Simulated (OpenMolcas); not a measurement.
# BHCl2 (SMILES [H]B(Cl)Cl) at 6 levels

We compute a comparison of 6 runs (HF/3-21G, B3LYP/6-31G, BLYP/3-21G, B3LYP/6-31G*, TPSS/6-31G*) of BHCl2. 

The calculation is run with OpenMolcas 26.06.

1 further run of the same task is left out (set aside as unsound or not needed).

## Step 1: The system as given

BHCl2: 4 atoms, total charge 0, spin state singlet. As SMILES, `[H]B(Cl)Cl`. Geometry: relaxed at GFN2-xTB.

Bond lengths: B1–Cl2 1.701 Å, B1–Cl3 1.702 Å, B1–H4 1.173 Å. Angles: Cl2–B1–Cl3 120.2°, Cl2–B1–H4 119.9°, Cl3–B1–H4 119.9°.

## Step 2: Energy and forces at HF/3-21G (run 1)

Input file job.input:

```
&GATEWAY
 BASLIB=$CurrDir
 COORD
 4
 angstrom
 B       -0.067270      -0.112350       0.001160
 Cl       1.633390      -0.145760       0.012580
 Cl      -0.893540       1.375320      -0.017490
 H       -0.672580      -1.117210       0.003750
 BASIS=3-21G
 GROUP=NoSym

&SEWARD

&SCF
 THRESHOLDS=1e-10 1e-07 1e-07 1e-05
 PRORBITALS=1 1

&ALASKA
```

The basis set 3-21G is read from a file made from the Basis Set Exchange's data (not shown).

Started as:

```console
$ export MOLCAS_MEM=1860
$ pymolcas job.input > job.log
```

Output:

```text
--- Start Module: gateway ---
[...]
--- Stop Module: gateway /rc=_RC_ALL_IS_WELL_ ---
[...]
      Basis functions           37
[...]
--- Start Module: scf ---
[...]
       Convergence after  12 Iterations
[...]
::    Total SCF energy                               -939.7698725650
[...]
      Total spin, S                                     0.0000000000
[...]
      Total electronic charge=   40.000000
      Total            charge=   -0.000000
[...]
      Dipole Moment (debye):
      Origin of the operator (angstrom)=    0.2984    0.4958   -0.0019
                   X= -6.2577E-01               Y= -1.0478E+00               Z=  6.6400E-03           Total=  1.2205E+00
      Quadrupole Moment (debye*angstrom):
[...]
--- Stop Module: scf /rc=_RC_ALL_IS_WELL_ ---
--- Start Module: alaska ---
[...]
 *              Molecular gradients               *
 **************************************************
  Irreducible representation: a
 ------------------------------------------------------------------------------------------
                              X                       Y                       Z
 ------------------------------------------------------------------------------------------
  B1                1.95444011355463E-02    3.17332274363906E-02    4.99315875463063E-05
  CL2              -4.46844617707818E-02    5.82463346585316E-03   -4.02690618502510E-04
  CL3               2.58584372799717E-02   -3.64035380260077E-02    4.34688060078570E-04
  H4               -7.18376644742058E-04   -1.15432287622719E-03   -8.19290291225964E-05
 ------------------------------------------------------------------------------------------
--- Stop Module: alaska /rc=_RC_ALL_IS_WELL_ ---
[...]
```

It took 2 s on 1 thread of Arm Neoverse V1, shared host; peak memory 0.37 GiB.

## Step 3: Energy and gradient at B3LYP/6-31G (run 2)

Input file input.xyz:

```xyz
4

B     -0.067270    -0.112350     0.001160
Cl     1.633390    -0.145760     0.012580
Cl    -0.893540     1.375320    -0.017490
H     -0.672580    -1.117210     0.003750
```

Input file calc.inp:

```
* BCl2H Kohn-Sham DFT

&GATEWAY
  BASLIB=$CurrDir
  COORD=input.xyz
  BASIS=6-31G
  GROUP=NoSym

&SEWARD
  GRIDINPUT
  Grid=UltraFine
  End of Grid

&SCF
  KSDFT=B3LYP
  THRESHOLDS=1e-10 1e-07 1e-07 1e-05
  PRORBITALS=1 1

&ALASKA
```

The basis set 6-31G is read from a file made from the Basis Set Exchange's data (not shown).

Started as:

```console
$ export MOLCAS_MEM=1860
$ pymolcas calc.inp > calc.log
```

Output:

```text
--- Start Module: gateway ---
[...]
--- Stop Module: gateway /rc=_RC_ALL_IS_WELL_ ---
[...]
      Basis functions           37
[...]
--- Start Module: scf ---
[...]
       Convergence after  11 Iterations
[...]
::    Total KS-DFT energy                            -945.8642999479
[...]
      Total spin, S                                     0.0000000000
[...]
      Total electronic charge=   40.000000
      Total            charge=   -0.000000
[...]
      Dipole Moment (debye):
      Origin of the operator (angstrom)=    0.2984    0.4958   -0.0019
                   X= -3.5832E-01               Y= -6.0303E-01               Z=  3.8336E-03           Total=  7.0147E-01
      Quadrupole Moment (debye*angstrom):
[...]
--- Stop Module: scf /rc=_RC_ALL_IS_WELL_ ---
[...]
--- Start Module: alaska ---
[...]
 *              Molecular gradients               *
 **************************************************
  Irreducible representation: a
 ------------------------------------------------------------------------------------------
                              X                       Y                       Z
 ------------------------------------------------------------------------------------------
  B1                1.98204606274288E-02    3.21728013094180E-02    1.62918693494551E-05
  CL2              -4.92089421469792E-02    5.54603722191427E-03   -4.23387804493358E-04
  CL3               2.77242384613317E-02   -4.05174440235090E-02    4.89929341264350E-04
  H4                1.66424305821389E-03    2.79860549216648E-03   -8.28334061201540E-05
 ------------------------------------------------------------------------------------------
--- Stop Module: alaska /rc=_RC_ALL_IS_WELL_ ---
[...]
```

Wall time 6.9 s (1 thread of Arm Neoverse V1, shared host); peak memory 0.37 GiB.

Runs 3 to 5 aren't shown in full; the table further down has their settings and results.

## Step 4: Energy and forces at B3LYP/6-31G(d) (Cartesian functions) (run 6)

Input file struct.xyz:

```xyz
4

B     -0.067270    -0.112350     0.001160
Cl     1.633390    -0.145760     0.012580
Cl    -0.893540     1.375320    -0.017490
H     -0.672580    -1.117210     0.003750
```

Input file test.inp:

```
* BCl2H Kohn-Sham DFT

&GATEWAY
  BasLib
  $CurrDir
  Coord
  struct.xyz
  Basis
  6-31Gs
  Group
  NoSym

&SEWARD
  GridInput
  Grid=UltraFine
  End of Grid

&SCF
  KSDFT
  B3LYP
  Thresholds
  1e-10 1e-07 1e-07 1e-05
  PrOrbitals
  1 2

&ALASKA
```

The basis set 6-31G* is read from a file made from the Basis Set Exchange's data (not shown).

Started as:

```console
$ export MOLCAS_MEM=1860
$ pymolcas test.inp > test.log
```

Output:

```text
--- Start Module: gateway ---
[...]
--- Stop Module: gateway /rc=_RC_ALL_IS_WELL_ ---
[...]
      Basis functions           55
[...]
--- Start Module: scf ---
[...]
       Convergence after  12 Iterations
[...]
::    Total KS-DFT energy                            -945.9175023415
[...]
      Total spin, S                                     0.0000000000
[...]
      Total electronic charge=   40.000000
      Total            charge=   -0.000000
[...]
      Dipole Moment (debye):
      Origin of the operator (angstrom)=    0.2984    0.4958   -0.0019
                   X= -2.3564E-01               Y= -3.9976E-01               Z=  3.0021E-03           Total=  4.6405E-01
      Quadrupole Moment (debye*angstrom):
[...]
--- Stop Module: scf /rc=_RC_ALL_IS_WELL_ ---
[...]
--- Start Module: alaska ---
[...]
 *              Molecular gradients               *
 **************************************************
  Irreducible representation: a
 ------------------------------------------------------------------------------------------
                              X                       Y                       Z
 ------------------------------------------------------------------------------------------
  B1                8.88550924418308E-03    1.40726168000072E-02    9.36580721956626E-05
  CL2              -2.89197061264446E-02    3.43698501749046E-03   -2.70639352501573E-04
  CL3               1.63795986663882E-02   -2.36124388426635E-02    2.66487495751505E-04
  H4                3.65459821585201E-03    6.10283702513525E-03   -8.95062154457511E-05
 ------------------------------------------------------------------------------------------
--- Stop Module: alaska /rc=_RC_ALL_IS_WELL_ ---
[...]
```

It took 9.9 s on 1 thread of Arm Neoverse V1, shared host; peak memory 0.39 GiB.

## Step 5: Overview of the runs

| run | level | integration grid | Cartesian functions | energy (Eh) | dipole moment (D) | HOMO energy (eV) | LUMO energy (eV) | wall time |
| --- | --- | --- | --- | --- | --- | --- | --- | --- |
| 1 | HF/3-21G | – | no | -939.769873 | 1.22 | -12.86 | 1.83 | 2 s |
| 2 | B3LYP/6-31G | UltraFine | no | -945.864300 | 0.70 | -9.04 | -1.81 | 6.9 s |
| 3 | BLYP/3-21G | UltraFine | no | -941.291596 | 0.54 | -7.76 | -2.41 | 6 s |
| 4 | B3LYP/6-31G* (spherical functions) | UltraFine | no | -945.910476 | 0.46 | -8.91 | -1.62 | 9.6 s |
| 5 | TPSS/6-31G* (spherical functions) | UltraFine | no | -945.927652 | 0.40 | -7.93 | -2.28 | 14 s |
| 6 | B3LYP/6-31G* (Cartesian functions) | UltraFine | yes | -945.917502 | 0.46 | -8.91 | -1.62 | 9.9 s |

## Step 6: What came out

| quantity | value |
| --- | --- |
| run 6: total energy | -945.91750 Eh |
| run 6: dipole moment | 0.46 D |
| run 6: HOMO energy | -8.91 eV |
| run 6: LUMO energy | -1.62 eV |
| run 6: HOMO–LUMO gap | 7.29 eV |
| run 6: largest force on an atom | 1.498 eV/Å |

In words: The dipole moment (its size) runs from 0.40 D (TPSS/6-31G*) to 1.22 D (HF/3-21G). The two ends differ in method and basis. The HOMO–LUMO gap runs from 5.35 eV (BLYP/3-21G) to 14.69 eV (HF/3-21G). Exact exchange widens orbital gaps. Totals of different functionals can't be ranked against each other. All runs together took 48 s, the longest 14 s.
